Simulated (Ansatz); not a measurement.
# Sc2Re: from a trial structure to a relaxed crystal

Computed with DFT PBE, scalar-relativistic, plane waves, PAW (Ansatz 0.2.0). Cutoff 420 eV, Γ-centred k mesh, Gaussian smearing, no spin polarisation in the final step.

Sc2Re was placed on the sites of a reported Li2Pt cell (P6/mmm, No. 191), with Re in place of Pt, Sc in place of Li, at a guessed volume.

```
Sc Re
1.0
     4.59932    0.00000    0.00000
    -2.29966    3.98313    0.00000
     0.00000    0.00000    2.92375
Sc Re
2 1
Direct
  0.33333 0.66667 0.50000
  0.66667 0.33333 0.50000
  0.00000 0.00000 0.00000
```

Cell and atoms relax at zero pressure; the relaxation can't lower the symmetry of the start.

Energies over the elements count from the elements' standard structures at the same level, with no empirical corrections.

(1) Which crystal results?

(2) What are its volume, energy, density and gap?

## Answers

(1) It keeps P6/mmm (No. 191). Conventional cell: a = 4.756 Å, c = 2.806 Å. Around Sc lie 5 Sc at 2.75–2.81 Å and 6 Re at 3.08 Å; Re has 2 Re at 2.81 Å and 12 Sc at 3.08 Å.

```xyz
3
Lattice="4.7557 0.0000 0.0000 -2.3779 4.1186 0.0000 0.0000 0.0000 2.8060" Properties=species:S:1:pos:R:3 pbc="T T T"
Sc    0.0000    2.7457    1.4030
Sc    2.3779    1.3729    1.4030
Re    0.0000    0.0000    0.0000
```

(2) The volume per atom is 18.32 Å³ and the density is 8.34 g/cm³. The energy over the elements is 0.13 eV/atom. The gap on the 12×12×16 mesh is 0 eV (a metal).

The final run used a 12×12×16 mesh on its 3-atom cell and 0.10 eV smearing. The k mesh leaves about 4 meV/atom of noise in metals. Spin–orbit coupling is left out. A structure relaxed within its symmetry needn't be a true minimum.

Cost: 2 runs of about 1.1 core-minutes in all, on Arm Neoverse V1 (shared hosts).